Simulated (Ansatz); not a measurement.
**r2SCAN/aug-cc-pVTZ run of CF+ (SMILES [C+]F)**

Aim: the vertical ionisation energy of CF+ at r2SCAN/aug-cc-pVTZ, from 2 runs. 

The calculation is run with Ansatz 0.2.0.

2 further runs of the same task are left out: 2 set aside as unsound or not needed.

### Step 1. The structure to begin with

CF+: 2 atoms, total charge +1, spin state singlet. As SMILES, `[C+]F`. The coordinates come from a PBE0-D4/def2-TZVP relaxation.

Bond lengths: C1–F2 1.153 Å.

### Step 2. A single-point energy at r2SCAN/aug-cc-pVTZ

Input file job.yaml:

```yaml
crystal:
  periodic: [false, false, false]
  atoms:
    - {symbol: C, position_ang: [0.492270, -0.160830, 0.253170]}
    - {symbol: F, position_ang: [-0.492270, 0.160830, -0.253170]}
basis:
  gaussian:
    orbitals: aug-cc-pVTZ
total_charge: 1
magnetization:
  spin_polarized: false
accuracy: high
output: {orbitals: {seedname: orbitals}}
hamiltonian:
  xc: {name: r2SCAN}
```

Command:

```sh
$ ansatz run job.yaml --threads 1 --pin off --max-ram 3480MiB --events-out events.jsonl --progress --plain --runs-dir runs
```

Output:

```text
Warning: RAYON_NUM_THREADS=1 ignored (pool sized by the plan → 1); use --threads N
Functional definition: r2SCAN
  name "r2SCAN"
  parameter k0 = 0.174
  parameter k1 = 0.065
  parameter a1 = 4.9479
  exchange = r2scan_x(k0 = k0, k1 = k1, a1 = a1)
  correlation = r2scan_c
1257 factors; integrals over basis functions are off by at most 3.3e-9 eV
mean field evaluation 1: about -3731.1144 eV, gradient 8.3e1 eV
mean field evaluation 2: about -3660.4519 eV, gradient 2.2e2 eV
mean field evaluation 4: about -3739.4651 eV, gradient 4.5e0 eV
mean field evaluation 8: about -3739.5015 eV, gradient 2.9e-2 eV
mean field evaluation 16: about -3739.5015 eV, gradient 2.6e-7 eV
mean field -3739.50146384 eV, -137.4241440710 hartree, gradient 1.6e-8 eV, S^2 0.000000; 0 other end points of the search recorded, 0 dependent functions left out
reference -3739.50146465 eV, -137.4241441008 hartree; 7, 7 occupied and 85, 85 virtual orbitals, 1257 factors
Total energy: -3739.50146465 eV, -137.4241441008 hartree
```

It took 2.8 s on 1 thread of Arm Neoverse V2, shared host; peak memory 0.17 GiB.

### Step 3. Doublet [CF]2+, same level

Input file input.yaml:

```yaml
crystal:
  periodic: [false, false, false]
  atoms:
    - {symbol: C, position_ang: [0.492270, -0.160830, 0.253170]}
    - {symbol: F, position_ang: [-0.492270, 0.160830, -0.253170]}
basis:
  gaussian:
    orbitals: aug-cc-pVTZ
total_charge: 2
accuracy: high
magnetization:
  spin_polarized: true
  initial_magnetization: 1
output: {orbitals: {seedname: orbitals}}
hamiltonian:
  xc: {name: r2SCAN}
```

Command:

```sh
$ ansatz run input.yaml --threads 1 --pin off --max-ram 3480MiB --events-out events.jsonl --progress --plain --runs-dir runs
```

Output:

```text
Warning: RAYON_NUM_THREADS=1 ignored (pool sized by the plan → 1); use --threads N
Functional definition: r2SCAN
  name "r2SCAN"
  parameter k0 = 0.174
  parameter k1 = 0.065
  parameter a1 = 4.9479
  exchange = r2scan_x(k0 = k0, k1 = k1, a1 = a1)
  correlation = r2scan_c
1257 factors; integrals over basis functions are off by at most 3.3e-9 eV
mean field evaluation 1: about -3686.0342 eV, gradient 1.0e2 eV
mean field evaluation 2: about -3468.6368 eV, gradient 2.1e2 eV
mean field evaluation 4: about -3713.8171 eV, gradient 6.8e0 eV
mean field evaluation 8: about -3713.9601 eV, gradient 6.6e-2 eV
mean field evaluation 16: about -3713.9602 eV, gradient 4.9e-6 eV
mean field -3713.96018695 eV, -136.4855194576 hartree, gradient 7.2e-9 eV, S^2 0.770908; 0 other end points of the search recorded, 0 dependent functions left out
reference -3713.96018835 eV, -136.4855195092 hartree; 7, 6 occupied and 85, 86 virtual orbitals, 1257 factors
Total energy: -3713.96018835 eV, -136.4855195092 hartree
```

Run time: 4.2 s. Hardware: 1 thread of Arm Neoverse V2, shared host; peak memory 0.22 GiB.

### Step 4. What came out

Level: r2SCAN/aug-cc-pVTZ.

| quantity | value |
| --- | --- |
| singlet CF+: total energy | -137.42414 Eh |
| singlet CF+: HOMO energy | -20.60 eV |
| singlet CF+: LUMO energy | -13.59 eV |
| singlet CF+: HOMO–LUMO gap | 7.01 eV |
| doublet [CF]2+: total energy | -136.48552 Eh |
| doublet [CF]2+: HOMO energy (highest over α and β) | -35.74 eV |
| doublet [CF]2+: LUMO energy (lowest over α and β) | -29.31 eV |
| doublet [CF]2+: ⟨S²⟩ | 0.771 |
| vertical ionisation energy (to the doublet dication) | 25.541 eV |

The vertical ionisation energy comes to 25.54 eV (589 kcal/mol). −ε(HOMO) before ionisation, 20.60 eV, is 4.94 eV below this ionisation energy.
